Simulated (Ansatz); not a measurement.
# SiNH (triplet): B97M-V, PBE0 over a scan of the distance Si1–N2, 6-31G

Aim: run SiNH (triplet) with these functionals over a scan of the distance Si1–N2, and hold them against the top wave-function level at the same points.

Computed with Ansatz 0.2.0, Gaussian basis. Level: 6-31G, all electrons in the functionals.

Plan: B97M-V, PBE0, at 1.297 Å; 1.498 Å; 1.651 Å; 1.782 Å; 2.000 Å; 2.259 Å; 2.655 Å; 3.083 Å; 3.634 Å; 4.452 Å; 5.627 Å.

3 further runs of the same task are left out: 2 for a known fault of the program, 1 that didn't finish.

## 1. The geometry

The geometry derives from a PBE0/def2-TZVP stationary point (not a proven minimum). One bond is set to the value named and the two fragments are kept rigid.

3 atoms, charge 0, spin multiplicity 3.

Atoms are counted from 1 here; the program's logs count them from 0.

Bond lengths: Si1–N2 1.651 Å, Si1–H3 1.520 Å. Angles: N2–Si1–H3 110.7°.

Coordinates:

```xyz
3
HNSi
Si    0.00000   -0.09646    0.51616
N     0.00000    0.10349   -1.12292
H     0.00000    1.24955    1.22215
```

No dispersion term is added; B97M-V holds VV10 nonlocal correlation.

The geometry shown and the zero of energy belong to the point 1.651 Å. The yardstick, FCI, and other wave-function levels (R restricted, U unrestricted, valence and pair active spaces) come from earlier runs.

## 2. B97M-V, 1.297 Å

The input, in.yaml:

```yaml
crystal:
  periodic: [false, false, false]
  atoms:
    - {symbol: Si, position_ang: [0.000000, -0.082516, 0.401888]}
    - {symbol: N, position_ang: [0.000000, 0.074535, -0.885569]}
    - {symbol: H, position_ang: [0.000000, 1.263494, 1.107876]}
basis:
  gaussian: {orbitals: 6-31G}
magnetization: {spin_polarized: true, initial_magnetization: 2}
hamiltonian: {xc: {name: B97M-V}}
```

The run is started by

```
$ ansatz run in.yaml --threads 1 --pin off --events-out ev --progress --plain --max-ram 4096MiB --backend cpu
```

Further steps of the session: B97M-V, 1.498 Å; B97M-V, 1.651 Å; B97M-V, 1.782 Å; B97M-V, 2.000 Å; B97M-V, 2.259 Å; B97M-V, 2.655 Å; B97M-V, 3.083 Å; B97M-V, 3.634 Å; B97M-V, 4.452 Å; B97M-V, 5.627 Å; PBE0, 1.297 Å; PBE0, 1.498 Å; PBE0, 1.651 Å; PBE0, 1.782 Å; PBE0, 2.000 Å; PBE0, 2.259 Å; PBE0, 2.655 Å; PBE0, 3.083 Å; PBE0, 3.634 Å; PBE0, 4.452 Å; PBE0, 5.627 Å.

Before running them: what should the planned runs give, taken together? Wanted: span of the FCI curve; largest miss, B97M-V; largest miss, PBE0.

The runs gave:

| quantity | value |
| --- | --- |
| span of the FCI curve | 134.0 kcal/mol |
| largest miss, B97M-V | +12.1 kcal/mol (5.627 Å) |
| largest miss, PBE0 | +11.4 kcal/mol (5.627 Å) |

**Reading.** Of the functionals, PBE0 keep the smallest largest miss at the points compared (at most 11.4 kcal/mol) and B97M-V strays most (12.1 kcal/mol, at 5.627 Å). B97M-V, PBE0 clearly break the spin symmetry at some points (⟨S²⟩ up to 1.01 above the pure value), so energy there is bought with a mixed spin. Functionals and the yardstick converge differently with the basis, so part of each miss in 6-31G is the basis.
